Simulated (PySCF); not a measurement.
# SiC: a composite coupled-cluster curve

The task here is to estimate one member of a computed series from the others.

Program: PySCF 2.14.0. Level of theory: CCSD(T) on ROHF, no relativity in the base curves; scalar relativity is added as a correction. These are calculated values, not measurements.

The first run:

* molecule: SiC
* state: triplet, unpaired electrons σ ↑, π ↑
* smaller basis: Si cc-pV(T+d)Z, C cc-pVTZ
* larger basis: Si cc-pV(Q+d)Z, C cc-pVQZ
* frozen core orbitals: 6
* extrapolation: correlation as n⁻³ (n = 3, 4), Hartree–Fock as (n+1)·exp(−9√n)
* corrections: core–valence correlation, scalar relativity
* distances (Å): 1.5123, 1.5810, 1.6498, 1.7185, 1.7872, 1.8732, 1.9591
* masses (u): 27.9769, 12.0000
* dissociation limit: Si + C

On the command line:

```bash
$ OMP_NUM_THREADS=4 python comp.py task.json out
```

Steps of the session up to this table: Coupled cluster at each distance.

One table of the session follows, with a row left open; its other results are not shown here.

It belongs to the step «Coupled cluster at each distance». Parts of the energy along the bond, in eV from Si + C:

| R (Å) | HF/CBS | CCSD corr. | (T) | core–valence | relativity |
| --- | --- | --- | --- | --- | --- |
| 1.5123 | -1.726 | -1.518 | -0.2163 | -0.0720 | 0.0013 |
| 1.5810 | -2.192 | -1.587 | -0.2398 | -0.0547 | 0.0037 |
| 1.6498 | -2.374 | -1.663 | -0.2649 | -0.0407 | 0.0052 |
| 1.7185 | -2.352 | -1.745 | -0.2910 | -0.0294 | 0.0061 |
| 1.7872 | -2.185 | -1.829 | -0.3173 | -0.0204 | 0.0065 |
| 1.8732 | ? | ? | ? | ? | ? |
| 1.9591 | -1.430 | -2.022 | -0.3786 | -0.0050 | 0.0060 |

Estimate the missing values for R (Å) = 1.8732.

Worked estimate for «HF/CBS». A straight line through the neighbours (1.7872, -2.185) and (1.9591, -1.430) gives -2.185 + (-1.430 + 2.185) × (1.8732 − 1.7872) / (1.9591 − 1.7872) = -1.807; a parabola fitted to 3 rows on both sides gives -1.867.

The run gave: HF/CBS: -1.846; CCSD corr.: -1.932; (T): -0.3492; core–valence: -0.0116; relativity: 0.0064. In «HF/CBS» the line misses by +0.039 and the parabola by -0.021.
